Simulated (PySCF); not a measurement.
H4N2, charge +1, multiplicity 2. Atoms are numbered in the order given.

```xyz
6

N      0.0000     0.0000    -0.6525
N      0.0000     0.0000     0.6525
H      0.0000    -0.8820    -1.1506
H      0.0000     0.8820    -1.1506
H      0.0000     0.8820     1.1506
H      0.0000    -0.8820     1.1506
```
Charge +1, spin multiplicity 2.

Coordinates come from a ωB97X-D3(BJ)/def2-TZVP optimisation. The multiplicity is an assumed one; other spin states were not compared.

Calculation: CAM-B3LYP/def2-TZVPD run with PySCF.

Mulliken values depend strongly on the basis, most of all with diffuse functions as here. ESP charges are fitted to the potential on shells at 1.4 to 2.0 van der Waals radii. Atomic charges (e):

| atom | Mulliken | ESP fit | meta-Löwdin | Mulliken spin |
|---|---|---|---|---|
| N1 | -0.08 | -0.37 | -0.13 | 0.55 |
| N2 | -0.08 | -0.37 | -0.13 | 0.55 |
| H3 | 0.29 | 0.44 | 0.32 | -0.02 |
| H4 | 0.29 | 0.44 | 0.32 | -0.02 |
| H5 | 0.29 | 0.44 | 0.32 | -0.02 |
| H6 | 0.29 | 0.44 | 0.32 | -0.02 |
